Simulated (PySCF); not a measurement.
**C2H2O: calculation against experiment**

**Measured values to compare with.**

NIST CCCBDB Release 22 (SRD 101), experimental dipoles lists, for the gas: dipole moment (microwave Stark effect) 1.42 D.

The results are set against them at the end.

C₂H₂O.
Numbering: `[CH2:1]=[C:2]=[O:3]` (hydrogens: H4, H5 on C1)

Geometry (PBE0-D3(BJ)/def2-SVP, Å), atoms numbered from 1 in this order:
```
atom  x, y, z in Å
C1    -0.5238   -0.0420    0.2152
C2     0.7307   -0.0730   -0.1767
O3     1.8379   -0.0992   -0.5239
H4    -1.1167   -0.9564    0.1912
H5    -0.9558    0.8977    0.5597
```

Runs made with PySCF (gas phase, on this PBE0-D3(BJ)/def2-SVP geometry; no spin–orbit coupling):

```tsv
level	job	basis functions	wall time
PBE0-D3(BJ)/def2-SVP, grid level 1	geometry optimisation from a GFN2-xTB start	52	1.9 s
```

Hardware: Arm Neoverse V1, one thread (shared host).

**Comparison with experiment**

**Dipole moment.** Measured: 1.42 D (NIST CCCBDB Release 22 (SRD 101), experimental dipoles).

```tsv
level	computed (D)	computed − measured (D)	% (from the printed values)
PBE0-D3(BJ)/def2-SVP	1.37	-0.05	-4
```

The computed dipoles belong to one fixed geometry; measured ones are averaged over vibrations unless marked μe. Magnitudes are compared, not signs.

No measured geometry was used, and the causes of the misses weren't examined.
